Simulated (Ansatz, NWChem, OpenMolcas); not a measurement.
How methods differ on CHClF2 (difluorochloromethane)

CHClF2 has 5 atoms, charge 0, and is taken as a singlet. As SMILES, `FC(F)Cl`. The coordinates come from a PBE0-D4/def2-TZVP relaxation.

Quantity: the atomisation enthalpy at 298 K, in kJ/mol. The values are calculated. The thermal term (zero-point and 298 K enthalpy, harmonic and unscaled) is that of PBE0-D4/def2-TZVP; the spin-orbit lowering of the free atoms at 298 K, 6.0 kJ/mol by their spectra, is taken off.

**Question.** The value from experiment is 1698 kJ/mol (Active Thermochemical Tables). From what is known of these methods, estimate their order from the nearest to it to the farthest.
A. r2SCAN0/6-311+G** (Ansatz)
B. BLYP/6-311+G** (NWChem)
C. HF/6-311+G** (NWChem)
D. TPSS/6-311+G** (OpenMolcas)
E. PBE-QIDH/6-311+G** (Ansatz)

**Answer.** D (1679 kJ/mol, -19), B (1654 kJ/mol, -44), E (1636 kJ/mol, -62), A (1623 kJ/mol, -75), C (1090 kJ/mol, -608).
